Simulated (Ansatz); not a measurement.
hcp Os, treated with Hartree–Fock (Ansatz, a first-principles code, PAW).

The input as run:

Ansatz 0.2 input:
```yaml
crystal:
  lattice:
    - [1.3611549027, -2.3575894485, 0.0]
    - [1.3611549027, 2.3575894485, 0.0]
    - [0.0, 0.0, 4.2695079646]
  atoms:
    - { symbol: Os, position: [0.3333333333, 0.6666666667, 0.25] }
    - { symbol: Os, position: [0.6666666667, 0.3333333333, 0.75] }
basis:
  ecutwfc: 460
  ecutrho_ratio: 4
  xc_grid: 2
kpoints:
  mp_grid: { grid: [12, 12, 6] }
hamiltonian:
  xc: hf
  dispersion: none
  pseudopotentials: { kind: paw }
scf:
  occupations: { method: fermi_dirac, width: 0.05 }
  convergence: { dr2_threshold: 0.0000000002 }
output:
  forces: true
  stress: true
  eigenvalues: true
```

The run printed, among other lines:

```
WARN output.stress: scf.exx.energy_threshold = 1e-6 eV is looser than the 2e-8 eV advised for a stress under a hybrid functional (1e-8 eV for each atom of the …
Crystal: 2 atoms, lattice volume = 27.402 Å³
Basis set: ecut = 460 eV, 615 PW (Γ), exchange–correlation on 40×40×60 points (8 copies of the dense FFT grid, shifted against one another)
Bands: 20, of which v1, the nominal top of the filled ones, is band 16 counted from 1 (15 counted from 0)
Symmetry: 24 space group operations
Space group: P63/mmc (ITA 194), of the structure as read, at distance tolerance 3.0e-5 Å
k-points: 76 of 864
Functional: x = pbe(κ = 0.804, μ = 0.2195149727645171), c = none, warm-up for x = 0 pbe(κ = 0.804, μ = 0.2195149727645171) + 1 exact, c = none
SCF iter   1: F=—  HF=-22514.409649 eV  |F-HF|=—  |Δ(HF+E_count)|=         —  Δρ=2.50e-2  dr2=1.13e-1
SCF iter   2: F=—  HF=-22514.378027 eV  |F-HF|=—  |Δ(HF+E_count)|=   3.16e-2  Δρ=1.29e-2  dr2=2.85e-2
  ...
SCF 1 converged in 7 iterations: F = -22514.370608 eV  dr2 = 6.76e-11
Crystal: 2 atoms, lattice volume = 27.402 Å³
Initial density: handed on by an earlier stage of this run
Functional: x = 0 pbe(κ = 0.804, μ = 0.2195149727645171) + 1 exact, c = none
SCF 2 converged in 6 iterations: F = -22504.001638 eV  dr2 = 1.61e-10
Crystal: 2 atoms, lattice volume = 27.402 Å³
SCF 3 converged in 6 iterations: F = -22504.177975 eV  dr2 = 6.11e-13
Crystal: 2 atoms, lattice volume = 27.402 Å³
SCF 4 converged in 5 iterations: F = -22504.221346 eV  dr2 = 3.22e-11
Crystal: 2 atoms, lattice volume = 27.402 Å³
SCF 5 converged in 5 iterations: F = -22504.238371 eV  dr2 = 1.31e-12
Crystal: 2 atoms, lattice volume = 27.402 Å³
SCF 6 converged in 4 iterations: F = -22504.241962 eV  dr2 = 1.17e-10
Crystal: 2 atoms, lattice volume = 27.402 Å³
Crystal: 2 atoms, lattice volume = 27.402 Å³
Crystal: 2 atoms, lattice volume = 27.402 Å³
SCF iter   5: F=—  HF=-22504.243920 eV  |F-HF|=—  |Δ(HF+E_count)|=   3.80e-9  Δρ=1.58e-6  dr2=6.15e-10
SCF iter   6: F=-22504.243920 eV  HF=-22504.243920 eV  |F-HF|=3.64e-12  |Δ(HF+E_count)|=  5.46e-11  Δρ=1.67e-7  dr2=8.92e-12
SCF 9 converged in 6 iterations: F = -22504.243920 eV  dr2 = 8.92e-12
Free energy (F): -22504.243920 eV
Internal energy: -22504.243518 eV  (E = F + TS)
E sigma→0 (E₀):  -22504.243719 eV
Fermi energy:    27.223475 eV
--- Forces (eV/Å), atoms counted from 1 ---
  atom   1  Os    -0.00000000     0.00000000    -0.00000000
  atom   2  Os     0.00000000    -0.00000000     0.00000000
--- Stress (GPa, compression-positive) ---
        0.026598       0.000000      -0.000000
       -0.000000       0.026598      -0.000000
       -0.000000      -0.000000       0.001055
  P = ⅓ Tr σ = 0.0181 GPa (0.181 kbar)
```

The PAW data were made under PBE.
